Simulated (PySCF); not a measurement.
An unknown is described by computed data only.

Formula: C3H3; charge +1.

| Quantity | Value |
| --- | --- |
| Polarisability | 30.4 au [CAM-B3LYP/def2-SVPD] |
| Rotational structure | rotational constants A, B, C: 279.327, 9.591, 9.272 GHz [PBE0-D3(BJ)/def2-SVP] |
| 13C NMR | chemical shifts (computed TMS as zero) by class: 333.3 (1 C), 250.2 (1 C), 145.6 (1 C) ppm [GIAO KT3/pcSseg-2] |
| UV, strongest line | among the 10 lowest singlet transitions: S7 at 8.99 eV (138 nm, f = 0.808) [TDDFT CAM-B3LYP/def2-SVPD] |
| Triplet | lowest triplet excitation (Tamm–Dancoff): 1.75 eV [TDA CAM-B3LYP/def2-SVPD] |
| Valence photoelectron | vertical ionisation energy: 18.06 eV [ΔSCF CAM-B3LYP/def2-SVPD] |
| UV, first state | lowest singlet excitation: 2.19 eV (566 nm, f = 0.000) [TDDFT CAM-B3LYP/def2-SVPD] |
| 1H NMR | chemical shifts (computed TMS as zero) by class: 17.97 (1 H), 10.54 (2 H) ppm [GIAO KT3/pcSseg-2] |
| Couplings | largest of the computed one-bond spin–spin couplings (means over like bonds): 13C–1H +313.9, 13C–1H +201.8 (×2), 13C–13C +190.4, 13C–13C +105.3 Hz [B3LYP/pcJ-1] |

Electronic properties: PySCF, gas phase, density fitting. Levels stand in brackets. Geometry: PBE0-D3(BJ)/def2-SVP; no solvent, vibrations or thermal averaging. NMR classes are plain means over equivalent atoms (diastereotopic ones count apart unless rotation or inversion swaps them), as if these changed places fast.

Question: What is the compound? Reason from the data.

Answer: Numbering: `[CH:1]#[C:2][CH2+:3]`. 3 carbons fall into 3 classes; from least to most shielded: carbon bonded to C and H [C1] (333.3 ppm), carbon bonded to C and 2 H [C3] (250.2 ppm), carbon bonded to 2 C [C2] (145.6 ppm). Hydrogen classes from least to most shielded: 1 H on a carbon bonded to C and H, C1 (17.97 ppm), 2 H on a carbon bonded to C and 2 H, C3 (10.54 ppm). The couplings run between: +313.9 Hz, carbon bonded to C and H [C1] and its hydrogen; +201.8 Hz, carbon bonded to C and 2 H [C3] and its hydrogen (with 1 like pair); +190.4 Hz, carbon bonded to C and H [C1] and carbon bonded to 2 C [C2]; +105.3 Hz, carbon bonded to 2 C [C2] and carbon bonded to C and 2 H [C3]. S1 is mainly HOMO→LUMO (weight 0.99); the largest Löwdin shares of the orbital it empties are 0.45 on the carbon bonded to C and H, 0.38 on the carbon bonded to 2 C and 0.09 on the carbon bonded to C and 2 H, of the orbital it fills 0.40 on the carbon bonded to C and 2 H, 0.32 on the carbon bonded to C and H and 0.18 on the carbon bonded to 2 C. The optimised geometry has point group C2v and is an asymmetric top. Structure: `C#C[CH2+]`. Computed isomers that give other values at the same levels: `c1c[cH+]1` (rotational constant A: 30.605 GHz; this holds for the one conformer computed). The assignments are read from this structure; whether some other isomer fits the data as well wasn't checked.
